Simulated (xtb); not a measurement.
silicon monoxide (OSi), SMILES O=[Si] (connectivity only; charge and spin as stated), neutral, multiplicity 1. All values are semi-empirical tight-binding results from xtb (GFN2-xTB unless named), good for trends rather than for accurate numbers. Geometry: GFN2-xTB.

Optimised geometry:

```xyz
2

Si     0.0000     0.0000    -0.5487
O      0.0000     0.0000     0.9602
```
Charge 0, spin multiplicity 1.

Question: Estimate the properties. (Estimate from the structure and the level; the computed values follow.)

Answer: 
```yaml
point_group_as_xtb_finds_it: C∞v
orbital_gap: 4.07 eV
dipole_moment: 3.05 D
static polarisability (D4 model): 38.8 bohr³
solvation energy, GFN2-xTB/ALPB(water): 1.9 kcal/mol
solvation energy, GFN2-xTB/ALPB(thf): 1.0 kcal/mol
```

Computed atomic charges and the Wiberg bond orders between heavy atoms:
charges (e) Si1 0.40, O2 -0.40. Bond orders Si1–O2 2.34.
